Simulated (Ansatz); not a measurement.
C3H6F2 (`FCCCF`). Total charge 0; spin multiplicity 1.

```json
{"atom": "F1", "x (Å)": "-1.1377", "y (Å)": "0.7852", "z (Å)": "-1.9857"}
{"atom": "C2", "x (Å)": "-0.0737", "y (Å)": "0.4236", "z (Å)": "-1.1793"}
{"atom": "C3", "x (Å)": "-0.5826", "y (Å)": "-0.0010", "z (Å)": "0.1769"}
{"atom": "C4", "x (Å)": "0.5333", "y (Å)": "-0.3840", "z (Å)": "1.1149"}
{"atom": "F5", "x (Å)": "1.2178", "y (Å)": "-1.4849", "z (Å)": "0.6241"}
{"atom": "H6", "x (Å)": "0.5923", "y (Å)": "1.2895", "z (Å)": "-1.0978"}
{"atom": "H7", "x (Å)": "0.4627", "y (Å)": "-0.3895", "z (Å)": "-1.6744"}
{"atom": "H8", "x (Å)": "-1.2719", "y (Å)": "-0.8422", "z (Å)": "0.0633"}
{"atom": "H9", "x (Å)": "-1.1436", "y (Å)": "0.8244", "z (Å)": "0.6273"}
{"atom": "H10", "x (Å)": "1.2600", "y (Å)": "0.4276", "z (Å)": "1.2296"}
{"atom": "H11", "x (Å)": "0.1432", "y (Å)": "-0.6486", "z (Å)": "2.1011"}
```

Problem. Give the diagnostics of a CCSD(T)/def2-TZVPP run (frozen core, the Gaussian-basis code of Ansatz). (Best estimate.)

Solution. Ansatz gave: T1 = 0.0103, largest single amplitude 0.010, largest double 0.013, (T) share of the correlation energy 3.2 %, 9 CCSD cycles. The RHF solution is stable towards an unrestricted one. T1 lies under the customary mark of 0.02 for closed shells.
